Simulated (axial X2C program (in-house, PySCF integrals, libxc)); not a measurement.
**HBH⁻: bond lengths and stretches, held linear**

One table from this session's results is given with a row withheld; the runs are named, their logs left out.

The runs use an in-house X2C program for linear molecules on PySCF integrals; all-electron X2C, two-component (2c) or spin-free, H dyall-v3z, B dyall-v3z.

All values are calculated.

2 further runs of the same task are left out: 2 set aside as unsound or not needed.

Set-up of the first run:

Contents of task.json:

```json
{
 "zs": [
  1,
  5,
  1
 ],
 "q": -1,
 "bas": [
  "dyall-v3z",
  "dyall-v3z",
  "dyall-v3z"
 ],
 "r0": [
  1.17,
  1.17
 ],
 "symm": 1,
 "scan": [
  "PBE0",
  "HF",
  "B3LYP"
 ],
 "levels": [
  "PBE0",
  "HF",
  "B3LYP"
 ],
 "nst": 2
}
```

Keys: zs atomic numbers; q charge; bas basis sets; r0 starting distance in Å; symm equal bonds; scan levels of the two-bond scan (MP2 follows by itself at each HF point); levels methods; nst determinants followed.

Started as:

```sh
$ python solin.py task.json out
```

Masses H 1.008, B 11.009, H 1.008 u.

Steps of the session up to this table: Scan at PBE0, 2c; Scan at HF, 2c; Scan at B3LYP, 2c.

One table of the session follows, with a row left open; its other results are not shown here.

```
           level  r(H–B) (Å)  r(B–H) (Å)  lower stretch (cm⁻¹)  upper stretch (cm⁻¹)
        PBE0, 2c       1.184       1.184                2597.9                2843.0
          HF, 2c           ?           ?                     ?                     ?
       B3LYP, 2c       1.177       1.177                2607.9                2858.1
         MP2, 2c       1.179       1.179                2655.9                2899.9
 PBE0, spin-free       1.184       1.184                2597.9                2843.1
   HF, spin-free       1.178       1.178                2655.5                2900.7
B3LYP, spin-free       1.177       1.177                2608.0                2858.2
  MP2, spin-free       1.179       1.179                2656.0                2899.9
```

Q: Estimate the row for HF, 2c from the others.

**Answer.** r(H–B) (Å): 1.178; r(B–H) (Å): 1.178; lower stretch (cm⁻¹): 2655.4; upper stretch (cm⁻¹): 2900.6.

Scans not shown above were run alike.

To keep in mind: For an anion the highest level of a functional can be positive, and the basis then holds the extra electron. The molecule was held linear; bending was not examined, so a bent shape may lie lower.
